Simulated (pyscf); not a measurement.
Structures and frequencies: ωB97X-D3(BJ)/def2-SVP in PySCF.

Problem. S=In–Cl (SMILES [S]=[In][Cl]) + H₂ (SMILES [H][H]) → Cl–In (SMILES [Cl][In]) [singlet] + H₂S (SMILES S)
Surface: singlet. Broken: In–S, H–H. Formed: H–S, H–S. Give ΔE‡ and ΔE from ωB97M-D3(BJ)/def2-TZVP, relative to the separated reactants.

Solution. ΔE‡ = 2.66 eV, ΔE = -1.12 eV. Zero-point energy shifts the barrier by +0.04 eV. It is a concerted two-bond exchange, with an imaginary mode of 992i cm⁻¹. On the product side the descent ends in a complex (not fully relaxed), 0.34 eV under the separated species and 4.00 eV under the saddle at ωB97X-D3(BJ)/def2-TZVP. At ωB97X-D3(BJ)/def2-TZVP the barrier from the zero used here is 2.83 eV. This is the saddle that the search found; another between the same sides may lie lower. One closed-shell reference is unstable to symmetry breaking; treat the single-reference values with care. Elements past Kr carry the def2 core potentials, without spin-orbit coupling.
